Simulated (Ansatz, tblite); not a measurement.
# The cluster Si3+: rung by rung

One table from this session's results is given with a row withheld; the runs are named, their logs left out.

Program: Ansatz 0.2.0, Gaussian basis. Level of theory: as each input shows. These are calculated values, not measurements.

The runs, in order: GFN1-xTB, GFN2-xTB, PBE-D4/def2-TZVP, r2SCAN-D4/def2-TZVP, B97M-V/def2-TZVP, BLYP-D4/def2-TZVP, r2SCAN0-D4/def2-TZVP, ωB97M-V/def2-TZVP, HSE06-D4/def2-TZVP, PBE-D4/def2-SVP, PBE0-D4/def2-SVP, HF/6-31G, B3LYP-D4/6-31G, CCSD(T)/def2-TZVPP, MP2/def2-TZVP, RPA/def2-TZVP.

## The structure

The geometry is that of the doublet, from an earlier relaxation (B3LYP-D4/def2-TZVP). At that level it is the lowest of the isomers that a small search found.

3 atoms, charge 1, spin multiplicity 2.

Bond lengths: Si1–Si2 2.238 Å, Si1–Si3 2.510 Å, Si2–Si3 2.237 Å. Angles: Si2–Si1–Si3 55.9°, Si1–Si2–Si3 68.2°, Si1–Si3–Si2 55.9°.

The ion is computed in the gas phase, without counter-ions or solvent.

PBE0-D4/def2-TZVP was run before; its log isn't repeated, and its numbers join the tables.

The first run:

Tight binding, by tblite at 300 K electronic temperature and without a spin-polarisation term:

```python
tblite.interface.Calculator('GFN1-xTB', numbers, positions, charge=1, uhf=1).singlepoint()
```

Tight binding, by tblite at 300 K electronic temperature and without a spin-polarisation term:

```python
tblite.interface.Calculator('GFN2-xTB', numbers, positions, charge=1, uhf=1).singlepoint()
```

start.molden holds the orbitals of an earlier run on this state, given as this run's starting guess.

in.yaml reads:

```yaml
crystal:
  periodic: [false, false, false]
  atoms:
    - {symbol: Si, position_ang: [1.231038, -0.415028, 0.518507]}
    - {symbol: Si, position_ang: [-0.442997, -0.658168, -0.946111]}
    - {symbol: Si, position_ang: [-0.788041, 1.073196, 0.427604]}
basis:
  gaussian: {orbitals: def2-TZVP, initial_orbitals: start.molden}
total_charge: 1
magnetization: {spin_polarized: true, initial_magnetization: 1}
hamiltonian: {xc: pbe, dispersion: d4}
scf: {omitted_lower_state_checks: [starts]}
output: {orbitals: {seedname: orbitals}}
```

The run is started by

```bash
$ ansatz run in.yaml --threads 4 --pin off --events-out ev --progress --plain --max-ram 3916MiB
```

Steps of the session up to this table: PBE-D4/def2-TZVP; r2SCAN-D4/def2-TZVP; B97M-V/def2-TZVP; BLYP-D4/def2-TZVP; r2SCAN0-D4/def2-TZVP; ωB97M-V/def2-TZVP; HSE06-D4/def2-TZVP; PBE-D4/def2-SVP; PBE0-D4/def2-SVP; HF/6-31G; B3LYP-D4/6-31G; CCSD(T)/def2-TZVPP; MP2/def2-TZVP; RPA/def2-TZVP.

One table of the session follows, with a row left open; its other results are not shown here.

It belongs to the step «Levels side by side». 

```
               level  HOMO (eV)  LUMO (eV)  gap (eV)
            HF/6-31G     -13.88      -6.46      7.42
     PBE-D4/def2-SVP     -11.59     -10.72      0.87
    PBE-D4/def2-TZVP     -11.46     -10.56      0.91
   BLYP-D4/def2-TZVP     -11.20     -10.37      0.83
 r2SCAN-D4/def2-TZVP          ?          ?         ?
    B97M-V/def2-TZVP     -11.59     -10.44      1.15
      B3LYP-D4/6-31G     -12.37     -10.15      2.22
    PBE0-D4/def2-SVP     -12.63      -9.90      2.73
   PBE0-D4/def2-TZVP     -12.50      -9.70      2.80
r2SCAN0-D4/def2-TZVP     -12.65      -9.47      3.18
  HSE06-D4/def2-TZVP     -12.11     -10.08      2.03
   ωB97M-V/def2-TZVP     -14.02      -7.96      6.06
```

Q: Estimate the row for r2SCAN-D4/def2-TZVP from the others.

As computed: HOMO (eV): -11.80; LUMO (eV): -10.26; gap (eV): 1.54. In the column «HOMO (eV)» it lies between HSE06-D4/def2-TZVP (-12.11) and PBE-D4/def2-SVP (-11.59).

Limits of these values: Doubts: large T1 diagnostic, spin contamination. Notes on CCSD(T)/def2-TZVPP: large T1 diagnostic, spin contamination.
